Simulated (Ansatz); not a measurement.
How methods differ on BH3F− (SMILES [BH3-]F)

BH3F−: 5 atoms, total charge -1, spin state singlet. As SMILES, `[BH3-]F`. Geometry: relaxed at GFN2-xTB.

```xyz
5

B    -0.0357    0.0293   -0.0339
F     0.8556   -0.7179    0.8270
H    -1.0673    0.2642    0.5881
H    -0.2746   -0.6513   -1.0275
H     0.5221    1.0757   -0.3536
```

Quantity: the energy change with the B1–H5 bond stretched from 1.228 to 2.456 Å, in eV. The values are calculated.

```
                        level                    kind  program  value (eV)  less FCI/STO-3G  CPU time (all runs)
     BLYP/STO-3G (restricted)                     GGA   Ansatz        3.73            -0.84                1.3 s
      PBE/STO-3G (restricted)                     GGA   Ansatz        3.91            -0.66                1.4 s
     PBE0/STO-3G (restricted)           global hybrid   Ansatz        4.61            +0.04                1.2 s
  r2SCAN0/STO-3G (restricted)         hybrid meta-GGA   Ansatz        4.80            +0.23                2.5 s
CAM-B3LYP/STO-3G (restricted)  range-separated hybrid   Ansatz        4.73            +0.16                1.4 s
    HSE06/STO-3G (restricted)  range-separated hybrid   Ansatz        4.60            +0.03                1.5 s
 CCSDT(Q)/STO-3G (restricted)   coupled cluster or CI   Ansatz        4.57             0.00               0.46 s
   CCSDTQ/STO-3G (restricted)   coupled cluster or CI   Ansatz        4.57             0.00                6.3 s
                   FCI/STO-3G      exact in the basis   Ansatz        4.57             0.00                2.5 s
```

FCI/STO-3G is exact within its basis and frozen core, so for wave-function methods in that basis the difference is their error; functionals converge differently with the basis, so for them it is only a difference. Sets without diffuse functions describe the anion poorly. The first shape isn't each level's own minimum. The values span 3.73 to 4.80 eV. All rows use very small basis sets, so none should be taken for the real molecule's value. In so small a basis fixed costs decide the times, and correlated methods can beat functionals. CPU times are rough (shared hosts, several kinds of processor and program).
